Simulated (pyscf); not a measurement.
F–N(F)–F + HO–SiH₃ -> HF + HO–SiH₂–N(F)–F (four-centre exchange; singlet surface; F–N, H–Si broken, F–H, N–Si formed). PySCF, gas phase, ωB97X-D3(BJ)/def2-SVP geometries. Energies in kJ/mol from the separated reactants.

```
level                   barrier  reaction energy
----------------------  -------  ---------------
ωB97X-D3(BJ)/def2-TZVP      [?]              [?]
B3LYP-D3(BJ)/def2-TZVP    173.4           -211.6
PBE0-D3(BJ)/def2-TZVP     198.7           -203.2
M06-2X/def2-TZVP          246.8           -226.4
ωB97M-D3(BJ)/def2-TZVP    248.2           -212.4
HF/def2-TZVP                [?]           -224.6
```

Task: Some entries are withheld; supply them.

Result: 
- ωB97X-D3(BJ)/def2-TZVP, barrier: 268.2
- ωB97X-D3(BJ)/def2-TZVP, reaction energy: -208.7
- HF/def2-TZVP, barrier: 461.7

The functionals in the table span 94.8 kJ/mol in this barrier, from B3LYP-D3(BJ) to ωB97X-D3(BJ). At the saddle there is also a short F–Si contact that neither side keeps. HO–SiH₂–N(F)–F lies 865.0 kJ/mol over its isomer H₂N–Si(OH)(F)–F (electronic energy, ωB97M-D3(BJ)). One saddle was located; it need not be the lowest between these sides. One closed-shell reference is unstable to symmetry breaking; treat the single-reference values with care.
